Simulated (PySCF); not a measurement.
An element was calculated at PBE (PySCF 2.14, spin-free X2C, a quadruple-zeta basis, no spin-orbit coupling), in the ground configurations that NIST lists.

```
electron affinity          : 2.154 eV
first ionisation energy    : 10.413 eV
second ionisation energy   : 23.301 eV
third ionisation energy    : 34.822 eV
polarisability of the atom : 20.9 bohr³
```

**Question.** Which element is it?

**Answer.** Sulfur (S, Z = 16), in x2c-QZVPPall with one added diffuse shell each of s, p, d, f type. NIST lists 10.360, 23.338, 34.86 ± 0.04 eV for these ionisation energies.
